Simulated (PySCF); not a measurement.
## Working out the ionisation energy of Ar

Ar [Ar] (1S) → Ar⁺ [Ne] 3s2 3p5 (2P). Calculation: PySCF 2.14, in cc-pVTZ-DK; scalar relativity by spin-free X2C-1e. Frozen: [Ne]. Energies in hartree (1 hartree = 27.21139 eV):

| part | Ar (lower) | Ar⁺ (upper) |
| --- | --- | --- |
| UHF | -528.621423 | -528.086487 |
| CCSD correlation | -0.223577 | -0.189325 |
| (T) | -0.006470 | -0.004998 |

Task: What does Hartree-Fock give?

Result: (-528.086487) − (-528.621423) = 0.534936 hartree = 14.556 eV.

Task: What do CCSD and CCSD(T) give?

Result: The CCSD correlation energies differ by 0.034252 hartree = 0.932 eV and the triples by 0.001472 hartree = 0.040 eV, so CCSD gives 15.488 eV and CCSD(T) 15.528 eV.

Measured between the centres of the two terms (NIST): 15.819 eV, so CCSD(T) (valence) is off by -0.291 eV.

What remains against the reference includes basis incompleteness, the frozen core and higher excitations.
